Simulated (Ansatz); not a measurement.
`C=CC(C)(F)Cl`, charge 0, multiplicity 1.

Task: Give a relaxed structure at PBE0-D4/def2-TZVP (Ansatz). (Best estimate.)

Result: Ansatz gave: 
Z-matrix (Å, degrees):
```
C
C 1 1.492
F 1 1.364 2 110.5
C 1 1.508 2 113.8 3 122.8
Cl 1 1.808 2 107.7 3 -116.4
C 2 1.322 1 123.9 3 -2.3
H 2 1.085 1 114.6 3 178.3
H 4 1.090 1 110.4 2 57.5
H 4 1.090 1 109.8 2 177.8
H 4 1.092 1 108.7 2 -62.2
H 6 1.083 2 121.5 1 1.1
H 6 1.083 2 120.8 1 -179.2
```
This is one stationary point; other conformers may exist.
